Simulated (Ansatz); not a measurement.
Reaction (SMILES): [SiH4] (SiH4) → [SiH3] (SiH3) + H atom
B3LYP-D3(BJ)/def2-TZVP geometries, fixed; electronic energies without zero-point terms.
Largest species:
```xyz
5

Si     0.0000     0.0000     0.0000
H      0.8756     0.8547     0.8331
H     -0.8222    -0.8655     0.8753
H     -0.8862     0.8545    -0.8220
H      0.8328    -0.8437    -0.8864
```

Basis-set convergence of the bond dissociation energy at PBE0 with Ansatz (an electronic-structure program). Cartesian d functions, on some or all atoms, in 6-31G*, 6-31+G*, 6-311G**, 6-311+G**; all else is spherical. The program fits the integrals of some runs and decomposes those of others, by size. Open shells are unrestricted. No added dispersion term, no relativity. Functions are those of the species that has most. Reference: the value in pcseg-4, 91.86 kcal/mol, itself unsure by roughly 0.02 kcal/mol (its mean distance from aug-pcseg-3, aug-cc-pV(Q+d)Z, cc-pV(5+d)Z). Deviations are taken from unrounded values.

| basis | functions | bond dissociation energy (kcal/mol) |
|---|---|---|
| 6-31G* | 27 | 91.85 |
| 6-31+G* | 31 | 91.89 |
| def2-SVP | 38 | 91.36 |
| def2-SVPD | 56 | 91.50 |
| pcseg-1 | 38 | 91.47 |
| aug-pcseg-1 | 63 | 91.36 |
| cc-pV(D+d)Z | 43 | 91.30 |
| aug-cc-pV(D+d)Z | 68 | 90.99 |
| 6-311G** | 51 | 91.36 |
| 6-311+G** | 55 | 91.32 |
| def2-TZVP | 61 | 91.77 |
| def2-TZVPD | 79 | 91.75 |
| pcseg-2 | 90 | 91.92 |
| aug-pcseg-2 | 142 | 91.77 |
| cc-pV(T+d)Z | 95 | 91.82 |
| aug-cc-pV(T+d)Z | 147 | 91.71 |
| def2-TZVPP | 98 | 91.80 |
| def2-TZVPPD | 116 | 91.78 |
| cc-pV(Q+d)Z | 184 | 91.91 |
| aug-cc-pV(Q+d)Z | 273 | 91.90 |
| def2-QZVPP | 190 | 91.84 |
| def2-QZVPPD | 208 | 91.83 |
| pcseg-3 | 196 | 91.88 |
| aug-pcseg-3 | 285 | 91.85 |

What the diffuse functions change, pair by pair:
- 6-31G* to 6-31+G*: 4 more functions, deviation -0.02 to 0.02 kcal/mol
- def2-SVP to def2-SVPD: 18 more functions, deviation -0.50 to -0.37 kcal/mol
- pcseg-1 to aug-pcseg-1: 25 more functions, deviation -0.39 to -0.51 kcal/mol
- cc-pV(D+d)Z to aug-cc-pV(D+d)Z: 25 more functions, deviation -0.56 to -0.87 kcal/mol
- 6-311G** to 6-311+G**: 4 more functions, deviation -0.50 to -0.55 kcal/mol
- def2-TZVP to def2-TZVPD: 18 more functions, deviation -0.10 to -0.11 kcal/mol
- pcseg-2 to aug-pcseg-2: 52 more functions, deviation 0.05 to -0.09 kcal/mol
- cc-pV(T+d)Z to aug-cc-pV(T+d)Z: 52 more functions, deviation -0.05 to -0.16 kcal/mol
- def2-TZVPP to def2-TZVPPD: 18 more functions, deviation -0.06 to -0.08 kcal/mol
- cc-pV(Q+d)Z to aug-cc-pV(Q+d)Z: 89 more functions, deviation 0.05 to 0.03 kcal/mol
- def2-QZVPP to def2-QZVPPD: 18 more functions, deviation -0.03 to -0.04 kcal/mol
- pcseg-3 to aug-pcseg-3: 89 more functions, deviation 0.01 to -0.02 kcal/mol

They bring the value nearer the reference by more than 0.02 kcal/mol in 1 of 12 pairs.
